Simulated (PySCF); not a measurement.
# One shape, several levels: Si2H5 (SMILES [SiH2][SiH3])

Wanted: a comparison of 6 runs (U-wB97X-V/STO-3G, UB2PLYP/STO-3G, UB3LYP/STO-3G, UPBE/STO-3G, UMP2/STO-3G, UCCSDT/STO-3G) of Si2H5. The job is set up through a Python script.

The calculation is run with PySCF 2.14.0.

2 further runs of the same task are left out: 2 set aside as unsound or not needed.

**1. The system as given**

The species is Si2H5 (7 atoms), meant as a doublet with charge 0. As SMILES, `[SiH2][SiH3]`. Geometry: relaxed at PBE0-D4/def2-TZVP.

Bond lengths: Si1–Si2 2.324 Å, Si1–H3 1.489 Å, Si1–H4 1.488 Å, Si2–H5 1.487 Å, Si2–H6 1.490 Å, Si2–H7 1.487 Å. Angles: Si1–Si2–H5 109.0°, Si1–Si2–H6 112.7°, Si1–Si2–H7 109.0°, Si2–Si1–H3 114.5°, Si2–Si1–H4 114.5°, H5–Si2–H6 108.5°, H5–Si2–H7 109.1°, H6–Si2–H7 108.5°, H3–Si1–H4 109.9°.

**2. The energy at U-wB97X-V/STO-3G (run 1)**

Input file start.xyz:

```xyz
7
H5Si2
Si    -0.209600    -1.361200    -0.191100
Si     0.357900     0.889200    -0.062000
H     -0.002600    -2.123900     1.070300
H     -1.573600    -1.624600    -0.725600
H      0.210000     1.502800    -1.408000
H     -0.495800     1.643100     0.898600
H      1.774900     1.006800     0.372200
```

Input file input.py:

```python
from pyscf import gto, dft

mol = gto.M(
    atom='start.xyz',
    spin=1,
    verbose=4,
    max_memory=1860,
    basis='sto-3g',
)

myscf = dft.UKS(mol, xc='wb97x-v')
myscf.conv_tol = 1e-10
myscf.nlcgrids.level = 1
myscf.grids.level = 5
myscf.kernel()
if not myscf.converged:
    myscf = myscf.newton().run(myscf.mo_coeff, myscf.mo_occ)

etot = myscf.e_tot
print(f'total energy: {etot:.8f} hartree')
```

Command:

```sh
OMP_NUM_THREADS=1 python input.py
```

The program printed:

```text
PySCF version 2.14.0

[... 67 lines left out ...]
WARN: HOMO -0.0844183643013305 >= LUMO -0.08441836430133
[... 42 lines left out ...]
converged SCF energy = -575.111374061592  <S^2> = 0.75091877  2S+1 = 2.0009186
total energy: -575.11137406 hartree
```

Wall time 32 s (1 thread of Arm Neoverse V1, shared host); peak memory 0.23 GiB.

**3. A single-point energy at UB2PLYP/STO-3G (run 2)**

Input file mol.xyz:

```xyz
7
H5Si2
Si    -0.209600    -1.361200    -0.191100
Si     0.357900     0.889200    -0.062000
H     -0.002600    -2.123900     1.070300
H     -1.573600    -1.624600    -0.725600
H      0.210000     1.502800    -1.408000
H     -0.495800     1.643100     0.898600
H      1.774900     1.006800     0.372200
```

Input file calc.py:

```python
from pyscf import gto, dft, mp

mol = gto.M(
    atom='mol.xyz',
    spin=1,
    basis='sto-3g',
    verbose=3,
    max_memory=1860,
    charge=0,
)

myscf = dft.UKS(mol, xc='0.53*HF + 0.47*B88, 0.73*LYP')
myscf.grids.level = 5
myscf.conv_tol = 1e-10
myscf.kernel()
if not myscf.converged:
    myscf = myscf.newton().run(myscf.mo_coeff, myscf.mo_occ)

pt = mp.MP2(myscf, frozen=10).run()
e_final = myscf.e_tot + 0.27 * pt.e_corr
print('PT2 part  %.8f' % (0.27 * pt.e_corr))
print('E = %.10f Eh' % e_final)
```

Command:

```sh
OMP_NUM_THREADS=1 python calc.py
```

The program printed:

```text
WARN: HOMO -0.0847279118365391 >= LUMO -0.0847279118365395

converged SCF energy = -574.873131499228  <S^2> = 0.7516157  2S+1 = 2.001615
E(UMP2) = -574.964835156577  E_corr = -0.0917036573486794
E(SCS-UMP2) = -574.980412793128  E_corr = -0.107281293900488
PT2 part  -0.02475999
E = -574.8978914867 Eh
```

Wall time 6.6 s (1 thread of Arm Neoverse V1, shared host); peak memory 0.23 GiB.

Run 3 isn't shown in full; the table further down has it.

**4. The energy at UPBE/STO-3G (run 4)**

Input file job.py:

```python
# [SiH2][SiH3]
from pyscf import gto, dft

mol = gto.Mole()
mol.atom = '''
Si  -0.209600  -1.361200  -0.191100
Si   0.357900   0.889200  -0.062000
H   -0.002600  -2.123900   1.070300
H   -1.573600  -1.624600  -0.725600
H    0.210000   1.502800  -1.408000
H   -0.495800   1.643100   0.898600
H    1.774900   1.006800   0.372200
'''
mol.charge = 0
mol.basis = 'sto-3g'
mol.max_memory = 1860
mol.spin = 1
mol.verbose = 4
mol.build()

myscf = dft.UKS(mol, xc='pbe')
myscf.grids.level = 5
myscf.conv_tol = 1e-10
myscf.kernel()
if not myscf.converged:
    myscf = myscf.newton().run(myscf.mo_coeff, myscf.mo_occ)

e_final = myscf.e_tot
print('E = %.10f Eh' % e_final)
```

Command:

```sh
OMP_NUM_THREADS=1 python job.py
```

The program printed:

```text
PySCF version 2.14.0

[... 96 lines left out ...]
converged SCF energy = -574.863306733229  <S^2> = 0.75136003  2S+1 = 2.0013596
E = -574.8633067332 Eh
```

Run time: 6.6 s. Hardware: 1 thread of Arm Neoverse V1, shared host; peak memory 0.23 GiB.

Run 5 isn't shown in full; the table further down has it.

**5. The energy at UCCSDT/STO-3G (run 6)**

Input file input.py:

```python
# [SiH2][SiH3]
from pyscf import gto, scf, cc

mol = gto.M(
    atom='''
Si    -0.209600    -1.361200    -0.191100
Si     0.357900     0.889200    -0.062000
H     -0.002600    -2.123900     1.070300
H     -1.573600    -1.624600    -0.725600
H      0.210000     1.502800    -1.408000
H     -0.495800     1.643100     0.898600
H      1.774900     1.006800     0.372200
''',
    max_memory=1860,
    basis='sto-3g',
    spin=1,
    charge=0,
    verbose=3,
)

calc0 = scf.UHF(mol)
calc0.conv_tol = 1e-10
calc0.kernel()
if not calc0.converged:
    calc0 = calc0.newton().run(calc0.mo_coeff, calc0.mo_occ)

mycc = cc.CCSDT(calc0, frozen=10)
mycc.kernel()
etot = mycc.e_tot
print('Final energy', etot)
```

Command:

```sh
OMP_NUM_THREADS=1 python input.py
```

The program printed:

```text
converged SCF energy = -574.058458859211  <S^2> = 0.75438523  2S+1 = 2.0043804
_make_eris_incore_UCCSDT

WARN: A large `blksize_v_aaa` is being used, which may cause large memory consumption
      for storing contraction intermediates. If memory is sufficient, consider using
      `pyscf.cc.uccsdt_highm.UCCSDT` instead.

WARN: A large `blksize_v_aab` is being used, which may cause large memory consumption
      for storing contraction intermediates. If memory is sufficient, consider using
      `pyscf.cc.uccsdt_highm.UCCSDT` instead.

UCCSDT converged
E(UCCSDT) = -574.1668958246615   E_corr = -0.1084369654503431
E_corr(same-spin) = -0.0021519984006431
E_corr(oppo-spin) = -0.1062849670497
Final energy -574.1668958246615
```

Run time: 2.8 s. Hardware: 1 thread of Arm Neoverse V1, shared host; peak memory 0.11 GiB.

**6. Overview of the runs**

```
run             level  nlc grid  frozen core orbitals  energy (Eh)  dipole moment (D) of the reference  HOMO energy (eV)  LUMO energy (eV)  wall time
  1  U-wB97X-V/STO-3G         1                     –  -575.111374                                0.28             -5.21              3.78       32 s
  2    UB2PLYP/STO-3G         –                    10  -574.897891                                0.36             -4.03              3.32      6.6 s
  3     UB3LYP/STO-3G         –                     –  -575.213749                                0.30             -2.65              1.21      7.5 s
  4       UPBE/STO-3G         –                     –  -574.863307                                0.25             -1.63              0.52      6.6 s
  5       UMP2/STO-3G         –                    10  -574.130021                                0.48             -6.03              6.61      1.1 s
  6     UCCSDT/STO-3G         –                    10  -574.166896                                0.48             -6.03              6.61      2.8 s
```

**7. Summary of results**

| quantity | value |
| --- | --- |
| run 6: total energy | -574.16690 Eh |
| run 6: dipole moment (Hartree–Fock density) | 0.48 D |
| run 6: HOMO energy (Hartree–Fock orbitals) (highest over α and β) | -6.03 eV |
| run 6: LUMO energy (Hartree–Fock orbitals) (lowest over α and β) | 6.61 eV |
| run 6: correlation energy (10 core orbitals frozen) | -108.4 mEh |
| run 6: ⟨S²⟩ of the reference determinant | 0.754 |
| run 6: T1 diagnostic | 0.004 |

What this shows: Over runs 1, 2, 3, 4 the dipole moment (its size) runs from 0.25 D (UPBE/STO-3G) to 0.36 D (UB2PLYP/STO-3G). A double hybrid's value is that of its SCF part. Totals of different functionals can't be ranked against each other. In runs 1, 2, 3, 4, 5, 6 the basis is minimal, so the values are rough. All runs together took 57 s, the longest 32 s.
